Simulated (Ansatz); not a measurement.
Ideal-gas functions of `O[SiH]Cl` radical at 600 K and 1 bar, from an Ansatz frequency run at PBE0-D4/def2-TZVP.

Molar mass 81.55 g/mol, point group C1 (symmetry number 1), electronic degeneracy 2, moments of inertia 22.38, 124.007, 142.876 u Å². Harmonic wavenumbers (cm⁻¹, unscaled): 200, 301, 526, 677, 737, 845, 917, 2188, 3910.

Use S(trans) = R[1.5 ln M + 2.5 ln T − 1.1517]; rotational temperatures θ = 24.2544 K / I; S(rot) = R[ln(√π/σ · √(T³/θAθBθC)) + 1.5]; for each mode x = 1.438777 ν̃/T, S = R[x/(eˣ − 1) − ln(1 − e⁻ˣ)] and H = RT x/(eˣ − 1); 1 cm⁻¹ = 0.0119627 kJ/mol; R = 8.31446 J/(mol·K).

Question: By hand: the entropy, in J/(mol·K).

Answer: Translation 178.3. Rotation: θ = 1.0838, 0.1956, 0.1698 K, giving 110.8. Vibration, mode by mode: 14.50, 11.20, 6.91, 5.14, 4.58, 3.73, 3.26, 0.27, 0.01, in all 49.6. Electronic 5.8. Sum 344.5 J/(mol·K).

Question: By hand: H − E and G − E in kJ/mol, counted from the electronic energy.

Answer: Zero-point energy ½ × 10301 × 0.0119627 = 61.6; thermal vibration 16.6; translation, rotation and pV give 4 RT = 20.0. H − E = 98.2 kJ/mol, and G − E = 98.2 − 600 × 344.5/1000 = -108.5 kJ/mol.

Vibration gives 14 % of the entropy. The sum counts one conformer and one mirror image; others add a mixing term.
